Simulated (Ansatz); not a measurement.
**C2H3NS: small, medium and large basis sets**

One table from this session's results is given with a row withheld; the runs are named, their logs left out.

Computed with Ansatz 0.2.0, Gaussian basis. Level: one geometry, several basis sets.

The runs, in order: PBE0-D4/def2-SVP; ωB97M-V/def2-SVP; PBE0-D4/def2-QZVPP; ωB97M-V/def2-QZVPP; the functionals' def2-TZVPP values are taken from earlier runs.

**The relaxed structure**

All runs share one geometry, relaxed beforehand with PBE0-D4 in a triple-zeta def2 set.

SMILES `NC=C=S`, 7 atoms, charge 0, spin multiplicity 1.

Atoms are counted from 1 here; the program's logs count them from 0.

Bond lengths: N1–C2 1.407 Å, N1–H5 1.010 Å, N1–H6 1.011 Å, C2–C3 1.311 Å, C2–H7 1.086 Å, C3–S4 1.558 Å. Angles: C2–N1–H5 112.6°, C2–N1–H6 112.1°, H5–N1–H6 109.4°, N1–C2–C3 126.2°, N1–C2–H7 116.3°, C3–C2–H7 117.3°, C2–C3–S4 178.0°.

The first run:

in.yaml

```yaml
crystal:
  periodic: [false, false, false]
  atoms:
    - {symbol: N, position_ang: [-0.047128, 1.161230, -0.168964]}
    - {symbol: C, position_ang: [0.341509, -0.088129, 0.347681]}
    - {symbol: C, position_ang: [0.093711, -1.258859, -0.187888]}
    - {symbol: S, position_ang: [-0.157271, -2.643758, -0.855844]}
    - {symbol: H, position_ang: [-0.682005, 1.077634, -0.950186]}
    - {symbol: H, position_ang: [-0.461977, 1.752550, 0.539046]}
    - {symbol: H, position_ang: [0.974460, -0.068466, 1.230355]}
basis:
  gaussian: {orbitals: def2-SVP}
hamiltonian: {xc: pbe0, dispersion: d4}
output: {orbitals: {seedname: orbitals}}
```

Run with:

```console
$ ansatz run in.yaml --threads 2 --pin off --events-out ev --progress --plain --max-ram 4352MiB
```

Steps of the session up to this table: PBE0-D4 in def2-SVP; ωB97M-V in def2-SVP; PBE0-D4 in def2-QZVPP; ωB97M-V in def2-QZVPP.

One table of the session follows, with a row left open; its other results are not shown here.

It belongs to the step «Density functionals: the series». 

| functional | basis | HOMO (eV) | LUMO (eV) |
| --- | --- | --- | --- |
| PBE0-D4 | def2-SVP | -5.41 | -1.99 |
| PBE0-D4 | def2-TZVPP | -5.60 | -2.18 |
| PBE0-D4 | def2-QZVPP | -5.65 | -2.23 |
| ωB97M-V | def2-SVP | -7.43 | 0.26 |
| ωB97M-V | def2-TZVPP | ? | ? |
| ωB97M-V | def2-QZVPP | -7.70 | -0.11 |

**Question.** Estimate the row for ωB97M-V, def2-TZVPP.

As computed: HOMO (eV): -7.64; LUMO (eV): -0.01. In the column «HOMO (eV)» it lies between ωB97M-V, def2-QZVPP (-7.70) and ωB97M-V, def2-SVP (-7.43).
